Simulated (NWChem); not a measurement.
All runs are NWChem calculations. System: propyne (C₃H₄), charge 0, spin multiplicity 1, at a geometry optimised with PBE0/def2-SVP. Level: RHF/cc-pVTZ.

Input file:

```
start mol
memory heap 200 mb stack 900 mb global 1100 mb
geometry units angstroms nocenter noautoz
  C      1.223398    -0.195974     0.000000
  C     -0.211608     0.035339     0.000000
  C     -1.407417     0.225249     0.000000
  H      1.449142    -1.273660     0.000000
  H      1.696606     0.247574     0.889750
  H      1.696606     0.247574    -0.889750
  H     -2.468594     0.390825     0.000000
  symmetry group Cs
end
basis spherical
  * library cc-pvtz
end
scf
  rhf
  nopen 0
  maxiter 100
  thresh 1e-7
  semidirect memsize 60000000 filesize 0
end
task scf energy
```

Output (cleaned and shortened):

```
             Northwest Computational Chemistry Package (NWChem) 7.3.0
             --------------------------------------------------------

                                NWChem Input Module
                                -------------------

 Scaling coordinates for geometry "geometry" by  1.889725989
 (inverse scale =  0.529177249)

 Turning off AUTOSYM since
 SYMMETRY directive was detected!

                             Geometry "geometry" -> ""
                             -------------------------

 Output coordinates in angstroms (scale by  1.889725989 to convert to a.u.)

  No.       Tag          Charge          X              Y              Z
 ---- ---------------- ---------- -------------- -------------- --------------
    1 C                    6.0000     1.22339800    -0.19597400     0.00000000
    2 C                    6.0000    -0.21160800     0.03533900     0.00000000
    3 C                    6.0000    -1.40741700     0.22524900     0.00000000
    4 H                    1.0000     1.44914200    -1.27366000     0.00000000
    5 H                    1.0000     1.69660600     0.24757400     0.88975000
    6 H                    1.0000     1.69660600     0.24757400    -0.88975000
    7 H                    1.0000    -2.46859400     0.39082500     0.00000000

 Effective nuclear repulsion energy (a.u.)      58.5542181740

            Nuclear Dipole moment (a.u.)
            ----------------------------
        X                 Y               Z
 ---------------- ---------------- ----------------
    -0.0000037795    -0.0000056692     0.0000000000

      Symmetry information
      --------------------

 Group name             Cs
 Group number              2
 Group order               2
 No. of unique centers     6

      Symmetry unique atoms

     1    2    3    4    5    7


 Summary of "ao basis" -> "" (spherical)
 ------------------------------------------------------------------------------
       Tag                 Description            Shells   Functions and Types
 ---------------- ------------------------------  ------  ---------------------
[...]
    36      0.200416  2 C  py                42      0.189506  2 C  py

 Vector   12  Occ=0.000000D+00  E= 1.421039D-01  Symmetry=a'
              MO Center=  1.4D+00, -2.3D-01,  5.7D-13, r^2= 7.0D+00
   Bfn.  Coefficient  Atom+Function         Bfn.  Coefficient  Atom+Function
  ----- ------------  ---------------      ----- ------------  ---------------
     4      4.686999  1 C  s                 64     -2.893418  3 C  s
    41     -2.426981  2 C  px                34      2.257456  2 C  s
    71     -1.995688  3 C  px                93     -1.236721  4 H  s
   107     -1.233869  5 H  s                121     -1.233869  6 H  s
   135     -1.224220  7 H  s                 42      0.385405  2 C  py

 Vector   13  Occ=0.000000D+00  E= 1.650055D-01  Symmetry=a'
              MO Center= -3.1D+00,  4.8D-01, -1.4D-15, r^2= 4.8D+00
   Bfn.  Coefficient  Atom+Function         Bfn.  Coefficient  Atom+Function
  ----- ------------  ---------------      ----- ------------  ---------------
    34      8.684260  2 C  s                 64     -7.169542  3 C  s
    71     -6.678245  3 C  px                41     -6.318317  2 C  px
   135     -4.746860  7 H  s                  4      2.007882  1 C  s
    11     -1.134934  1 C  px                72      1.056238  3 C  py
    42      1.006733  2 C  py                68     -0.740060  3 C  px

 Vector   14  Occ=0.000000D+00  E= 1.833021D-01  Symmetry=a'
              MO Center=  3.1D-01, -3.8D-01,  2.3D-12, r^2= 5.6D+00
   Bfn.  Coefficient  Atom+Function         Bfn.  Coefficient  Atom+Function
  ----- ------------  ---------------      ----- ------------  ---------------
    93      1.707393  4 H  s                 12      0.996927  1 C  py
   107     -0.855294  5 H  s                121     -0.855294  6 H  s
    72     -0.646093  3 C  py                42      0.495652  2 C  py
     9      0.245434  1 C  py                92      0.243458  4 H  s
    39      0.208371  2 C  py                11      0.156851  1 C  px

 center of mass
 --------------
 x =  -0.11117956 y =   0.01815774 z =   0.00000000

 moments of inertia (a.u.)
 ------------------
          16.387945386801          31.190524262505           0.000000000000
          31.190524262505         206.353423907419           0.000000000000
           0.000000000000           0.000000000000         211.344678029344

  Mulliken analysis of the total density
  --------------------------------------

    Atom       Charge   Shell Charges
 -----------   ------   -------------------------------------------------------
    1 C    6     6.27   1.96  0.81  0.15  0.39  0.82  1.54  0.53  0.02  0.05  0.00
    2 C    6     6.07   1.96  0.81  0.16  0.30  0.80  1.47  0.48  0.02  0.05  0.01
    3 C    6     6.20   1.96  0.81  0.16  0.37  0.81  1.38  0.65  0.02  0.04  0.01
    4 H    1     0.89   0.26  0.49  0.10  0.01  0.02  0.00
    5 H    1     0.89   0.26  0.49  0.10  0.01  0.02  0.00
    6 H    1     0.89   0.26  0.49  0.10  0.01  0.02  0.00
    7 H    1     0.81   0.25  0.44  0.09  0.01  0.01  0.00

       Multipole analysis of the density wrt the origin
       ------------------------------------------------

     L   x y z        total         open         nuclear
     -   - - -        -----         ----         -------
     0   0 0 0      0.000000      0.000000     22.000000

     1   1 0 0      0.295502      0.000000     -0.000004
     1   0 1 0     -0.049979      0.000000     -0.000006
     1   0 0 1      0.000000      0.000000      0.000000

     2   2 0 0    -10.277244      0.000000    125.289835
     2   1 1 0     -0.721174      0.000000    -19.126407
     2   1 0 1      0.000000      0.000000      0.000000
     2   0 2 0    -14.748073      0.000000      8.713005
     2   0 1 1      0.000000      0.000000      0.000000
     2   0 0 2    -14.861932      0.000000      5.654102

 Task  times  cpu:        5.9s     wall:        5.9s

 Total times  cpu:        5.9s     wall:        5.9s
```
